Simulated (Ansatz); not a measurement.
Geometry optimisation, RKS BLYP-D4/6-31G (Ansatz 0.2.0).

Input file:

```yaml
crystal:
  periodic: [false, false, false]
  atoms:
    - { symbol: C, position_ang: [-1.6755, -0.3041, 0.2368] }
    - { symbol: S, position_ang: [-0.369, -1.0722, -0.6485] }
    - { symbol: C, position_ang: [0.895, -0.0791, -0.0739] }
    - { symbol: "N", position_ang: [1.17041, 1.11155, -0.63753] }
    - { symbol: "N", position_ang: [1.5487, -0.44449, 1.04873] }
    - { symbol: H, position_ang: [-1.5684, -0.294, 1.3048] }
    - { symbol: H, position_ang: [-1.7782, 0.7901, -0.0753] }
    - { symbol: H, position_ang: [-2.6237, -0.7485, -0.0229] }
    - { symbol: H, position_ang: [0.53532, 1.13048, -1.49176] }
    - { symbol: H, position_ang: [2.06597, 0.33978, 1.4608] }
    - { symbol: H, position_ang: [1.01433, -0.98879, 1.6582] }
basis:
  gaussian: { orbitals: "6-31G" }
hamiltonian:
  xc: blyp
  dispersion: d4
relax:
  f_tol: 0.015
  max_steps: 40
```

Run as:

```bash
$ ansatz run input.yaml --threads 1 --pin off --max-ram 2048MiB --backend cpu --events-out ev --progress --plain --runs-dir out
```

Q: Where does it end, and by what steps?

A: It converged. Limits of this set-up: no polarisation functions. After 21 steps the energy has fallen by 1.218 eV; H6 moved furthest, 1.21 Å.

```json
{"step": "0", "energy less start (eV)": "0.0000", "largest force component (eV/Å)": "4.700", "accepted": "yes"}
{"step": "1", "energy less start (eV)": "-0.7101", "largest force component (eV/Å)": "2.720", "accepted": "yes"}
{"step": "2", "energy less start (eV)": "-0.9948", "largest force component (eV/Å)": "0.976", "accepted": "yes"}
{"step": "3", "energy less start (eV)": "-1.0757", "largest force component (eV/Å)": "0.773", "accepted": "yes"}
{"step": "4", "energy less start (eV)": "-1.1134", "largest force component (eV/Å)": "0.614", "accepted": "yes"}
{"step": "5", "energy less start (eV)": "-1.1308", "largest force component (eV/Å)": "0.482", "accepted": "yes"}
{"step": "6", "energy less start (eV)": "-1.1209", "largest force component (eV/Å)": "0.507", "accepted": "no"}
{"step": "7", "energy less start (eV)": "-1.1630", "largest force component (eV/Å)": "0.161", "accepted": "yes"}
{"step": "8", "energy less start (eV)": "-1.1702", "largest force component (eV/Å)": "0.143", "accepted": "yes"}
{"step": "9", "energy less start (eV)": "-1.1819", "largest force component (eV/Å)": "0.248", "accepted": "yes"}
{"step": "10", "energy less start (eV)": "-1.1878", "largest force component (eV/Å)": "0.437", "accepted": "yes"}
{"step": "11", "energy less start (eV)": "-1.1980", "largest force component (eV/Å)": "0.291", "accepted": "yes"}
{"step": "12", "energy less start (eV)": "-1.2044", "largest force component (eV/Å)": "0.189", "accepted": "yes"}
{"step": "13", "energy less start (eV)": "-1.2014", "largest force component (eV/Å)": "0.242", "accepted": "no"}
{"step": "14", "energy less start (eV)": "-1.2120", "largest force component (eV/Å)": "0.058", "accepted": "yes"}
{"step": "15", "energy less start (eV)": "-1.2139", "largest force component (eV/Å)": "0.029", "accepted": "yes"}
{"step": "16", "energy less start (eV)": "-1.2149", "largest force component (eV/Å)": "0.115", "accepted": "yes"}
{"step": "17", "energy less start (eV)": "-1.2162", "largest force component (eV/Å)": "0.052", "accepted": "yes"}
{"step": "18", "energy less start (eV)": "-1.2176", "largest force component (eV/Å)": "0.051", "accepted": "yes"}
{"step": "19", "energy less start (eV)": "-1.2181", "largest force component (eV/Å)": "0.061", "accepted": "yes"}
{"step": "20", "energy less start (eV)": "-1.2184", "largest force component (eV/Å)": "0.032", "accepted": "yes"}
{"step": "21", "energy less start (eV)": "-1.2185", "largest force component (eV/Å)": "0.014", "accepted": "yes"}
```

```xyz
11
Properties=species:S:1:pos:R:3
C -1.970 -0.191 -0.110
S -0.494 -1.338 0.257
C 0.874 0.016 0.353
N 0.826 1.224 -0.096
N 1.987 -0.496 0.980
H -2.012 0.609 0.640
H -1.884 0.223 -1.124
H -2.865 -0.823 -0.044
H -0.010 1.489 -0.632
H 2.816 0.089 1.033
H 1.948 -1.362 1.504
```

Time of the run: 74 s on 1 thread of Arm Neoverse V1, on a shared host, peak memory 0.14 GiB.
